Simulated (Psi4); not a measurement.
# SiH3SO (SMILES O[SiH2][S]): UTPSS/def2-SVPD

What is the energy change on altering one bond length of SiH3SO at UTPSS/def2-SVPD? The job is set up through a Python script.

Program for the calculation: Psi4 1.11.

8 further runs of the same task are left out: 8 that didn't finish.

### 1 Starting point

SiH3SO has 6 atoms, charge 0, and is taken as a doublet. As SMILES, `O[SiH2][S]`. The shape is that of a PBE0-D4/def2-TZVP optimisation. This is one conformer, not always the lowest.

Bond lengths: O1–Si2 1.639 Å, Si2–S3 2.114 Å, O1–H4 0.959 Å, Si2–H5 1.491 Å, Si2–H6 1.479 Å. Angles: O1–Si2–S3 115.7°, O1–Si2–H5 112.5°, O1–Si2–H6 104.9°, S3–Si2–H5 101.6°, S3–Si2–H6 110.7°, Si2–O1–H4 117.8°, H5–Si2–H6 111.7°.

### 2 Energy and forces at UTPSS/def2-SVPD

h3ossi.py

```python
import psi4

psi4.set_memory(1600000000)
psi4.set_num_threads(1)
psi4.core.set_output_file('psi4.out', False)

molecule = psi4.geometry("""
0 2
O
Si 1 1.63926
S 2 2.114186 1 115.66329
H 1 0.958732 2 117.80903 3 48.662
H 2 1.490797 1 112.46867 4 -67.44683
H 2 1.479218 5 111.73065 1 117.66906
symmetry c1
""")

options = {'basis': 'def2-SVPD', 'reference': 'uks', 'puream': True, 'e_convergence': 1e-09, 'd_convergence': 1e-08, 'scf_type': 'pk', 'dft_radial_points': 99, 'dft_spherical_points': 590, 'maxiter': 200}
psi4.set_options(options)

e, wfn = psi4.gradient("tpss", return_wfn=True)
psi4.oeprop(wfn, "QUADRUPOLE", "LOWDIN_CHARGES", "DIPOLE")
print('gradient / Eh bohr^-1')
print(e.np.round(6))
print(f'energy = {wfn.energy():.10f} Eh')
```

The run is started by

```console
$ python h3ossi.py
```

psi4.out:

```text
[...]
  Running in c1 symmetry.
[...]
  Nuclear repulsion =  143.416106946979653
[...]
  Multiplicity = 2
[...]
  Nalpha       = 21
  Nbeta        = 20
[...]
    Number of basis functions: 98
[...]
   @UKS iter   1:  -764.29762217290090   -1.15091e-01   7.72433e-03 DIIS/ADIIS
[...]
   @UKS iter  18:  -764.53036437690639   -5.68434e-13   2.21329e-09 DIIS
[...]
   @S^2 Observed:                7.536441358E-01
[...]
    Orbital Energies [Eh]
    ---------------------
    Alpha Occupied:
       1A    -88.369247     2A    -65.726524     3A    -18.920955
       4A     -7.765272     5A     -5.757958     6A     -5.746705
       7A     -5.741195     8A     -5.163586     9A     -3.544025
      10A     -3.542393    11A     -3.540597    12A     -0.948555
      13A     -0.676354    14A     -0.532952    15A     -0.436632
      16A     -0.369036    17A     -0.356199    18A     -0.319379
      19A     -0.292216    20A     -0.277989    21A     -0.250960
    Alpha Virtual:
      22A     -0.023247    23A     -0.000593    24A      0.013048
      25A      0.025815    26A      0.038356    27A      0.046726
[...]
  @UKS Final Energy:  -764.53036437690639
   => Energetics <=
    Nuclear Repulsion Energy =            143.4161069469796530
    One-Electron Energy =               -1341.3125973173305283
    Two-Electron Energy =                 489.7285773267343529
    DFT Exchange-Correlation Energy =     -56.3624513332898687
    Empirical Dispersion Energy =           0.0000000000000000
    VV10 Nonlocal Energy =                  0.0000000000000000
    Total Energy =                       -764.5303643769063910
[...]
  -Total Gradient:
     Atom            X                  Y                   Z
    ------   -----------------  -----------------  -----------------
       1       -0.006684771922    -0.006579936316     0.018841219515
       2       -0.001144113173    -0.004475825150    -0.020647684711
       3        0.000198590375     0.007302918419    -0.004125512562
       4        0.007196447058     0.006271192886     0.007013512945
       5        0.001632005755    -0.001095812881    -0.000969032980
       6       -0.001213088902    -0.001415640204    -0.000132530322
[...]
 Multipole Moments:
 ------------------------------------------------------------------------------------
     Multipole            Electronic (a.u.)      Nuclear  (a.u.)        Total (a.u.)
 ------------------------------------------------------------------------------------
 L = 1.  Multiply by 2.5417464519 to convert [e a0] to [Debye]
 Dipole X            :          0.2497059           -0.5988919           -0.3491861
 Dipole Y            :         -2.7739026            2.8892403            0.1153377
 Dipole Z            :          0.8765252           -1.1183678           -0.2418426
 Magnitude           :                                                    0.4401381
 L = 2.  Multiply by 1.3450342976 to convert [e a0^2] to [Debye ang]
 Quadrupole XX       :        -35.7449737           12.1024229          -23.6425507
 Quadrupole XY       :         -0.3716132            0.1275677           -0.2440454
[...]
```

The script printed:

```text
gradient / Eh bohr^-1
[[-0.006685 -0.00658   0.018841]
 [-0.001144 -0.004476 -0.020648]
 [ 0.000199  0.007303 -0.004126]
 [ 0.007196  0.006271  0.007014]
 [ 0.001632 -0.001096 -0.000969]
 [-0.001213 -0.001416 -0.000133]]
energy = -764.5303643769 Eh
```

It took 70 s on 1 thread of AMD EPYC 9R45 (Zen 5), shared host; peak memory 0.82 GiB.

### 3 The distorted shape: the energy at UTPSS/def2-SVPD

job.py

```python
import psi4

psi4.set_memory('1600 MB')
psi4.set_num_threads(1)
psi4.core.set_output_file('psi4.out', False)

mol = psi4.geometry("""
0 2
O     -1.68744039    -3.72939151     0.03514702
Si     0.50512379     0.35640235     0.33561536
S     -1.63140056     3.55098436    -0.75607942
H     -2.56446229    -4.10676982    -1.50460183
H      2.70986726     0.52609975    -1.40992466
H      1.28614760     0.55784715     3.01203447
units bohr
symmetry c1
no_reorient
no_com
""")

psi4.set_options({
    'basis': 'def2-SVPD',
    'reference': 'uks',
    'puream': True,
    'e_convergence': 1e-09,
    'd_convergence': 1e-08,
    'scf_type': 'pk',
    'dft_radial_points': 99,
    'dft_spherical_points': 590,
    'maxiter': 200,
})

e, wfn = psi4.energy("tpss", molecule=mol, return_wfn=True)
print(f'tpss energy: {e:.10f} Eh')
for k, v in sorted(psi4.core.scalar_variables().items()):
    print(f'{k:45s} {v:18.10f}')
```

The run is started by

```console
$ python job.py
```

psi4.out:

```text
[...]
  Running in c1 symmetry.
[...]
  Nuclear repulsion =  125.491808445084487
[...]
  Multiplicity = 2
[...]
  Nalpha       = 21
  Nbeta        = 20
[...]
    Number of basis functions: 98
[...]
   @UKS iter   1:  -764.08954959903633   -2.78565e-01   8.77674e-03 DIIS/ADIIS
[...]
   @UKS iter  33:  -764.43294920018388   -6.82121e-13   5.47755e-10 DIIS
[...]
   @S^2 Observed:                7.589130904E-01
[...]
    Orbital Energies [Eh]
    ---------------------
    Alpha Occupied:
       1A    -88.385327     2A    -65.766727     3A    -18.905449
       4A     -7.780681     5A     -5.770979     6A     -5.763265
       7A     -5.757593     8A     -5.201117     9A     -3.582768
      10A     -3.579572    11A     -3.577344    12A     -0.869196
      13A     -0.688735    14A     -0.504032    15A     -0.393940
      16A     -0.375676    17A     -0.340820    18A     -0.298889
      19A     -0.283255    20A     -0.260588    21A     -0.252746
    Alpha Virtual:
      22A     -0.125609    23A     -0.029296    24A     -0.008129
      25A      0.012663    26A      0.021311    27A      0.035650
[...]
  @UKS Final Energy:  -764.43294920018388
   => Energetics <=
    Nuclear Repulsion Energy =            125.4918084450844873
    One-Electron Energy =               -1305.3046001125924249
    Two-Electron Energy =                 471.5511442434390119
    DFT Exchange-Correlation Energy =     -56.1713017761148521
    Empirical Dispersion Energy =           0.0000000000000000
    VV10 Nonlocal Energy =                  0.0000000000000000
    Total Energy =                       -764.4329492001838844
[...]
 Multipole Moments:
 ------------------------------------------------------------------------------------
     Multipole            Electronic (a.u.)      Nuclear  (a.u.)        Total (a.u.)
 ------------------------------------------------------------------------------------
 L = 1.  Multiply by 2.5417464519 to convert [e a0] to [Debye]
 Dipole X            :         31.6173500          -31.0986464            0.5187035
 Dipole Y            :        -28.5214953           28.9474277            0.4259324
 Dipole Z            :          6.8056160           -7.0199715           -0.2143556
 Magnitude           :                                                    0.7045708
[...]
```

The script printed:

```text
tpss energy: -764.4329492002 Eh
CURRENT ENERGY                                   -764.4329492002
CURRENT REFERENCE ENERGY                         -764.4329492002
DD SOLVATION ENERGY                                 0.0000000000
DFT FUNCTIONAL TOTAL ENERGY                      -764.4329492002
DFT TOTAL ENERGY                                 -764.4329492002
DFT VV10 ENERGY                                     0.0000000000
DFT XC ENERGY                                     -56.1713017761
GRID ELECTRONS ALPHA                               21.0000002129
GRID ELECTRONS BETA                                20.0000002188
GRID ELECTRONS TOTAL                               41.0000004317
NUCLEAR REPULSION ENERGY                          125.4918084451
ONE-ELECTRON ENERGY                             -1305.3046001126
PCM POLARIZATION ENERGY                             0.0000000000
PE ENERGY                                           0.0000000000
SCF ITERATION ENERGY                             -764.4329492002
SCF ITERATIONS                                     33.0000000000
SCF TOTAL ENERGY                                 -764.4329492002
TWO-ELECTRON ENERGY                               471.5511442434
XC GRID RADIAL POINTS                              99.0000000000
XC GRID SPHERICAL POINTS                          590.0000000000
XC GRID TOTAL POINTS                           338428.0000000000
```

It took 1.7 min on 1 thread of AMD EPYC 9R45 (Zen 5), shared host; peak memory 0.8 GiB.

### 4 What came out

At UTPSS/def2-SVPD:

```
                                                          quantity          value
                                         first shape: total energy  -764.53036 Eh
                                        first shape: dipole moment         1.12 D
                   first shape: HOMO energy (highest over α and β)       -6.50 eV
                    first shape: LUMO energy (lowest over α and β)       -5.75 eV
                                                 first shape: ⟨S²⟩          0.754
                             first shape: largest force on an atom     1.088 eV/Å
                                     distorted shape: total energy  -764.43295 Eh
                                    distorted shape: dipole moment         1.79 D
               distorted shape: HOMO energy (highest over α and β)       -6.37 eV
                distorted shape: LUMO energy (lowest over α and β)       -6.26 eV
                                             distorted shape: ⟨S²⟩          0.759
energy change with the O1–Si2 bond stretched from 1.639 to 2.459 Å       2.651 eV
```

What this shows: With the O1–Si2 bond stretched from 1.639 to 2.459 Å the energy rises by 2.65 eV (256 kJ/mol). The first shape isn't relaxed at this level, so the change isn't measured from a minimum. The largest force (first shape) is 1.09 eV/Å: the shape isn't a stationary point for this species at this level.
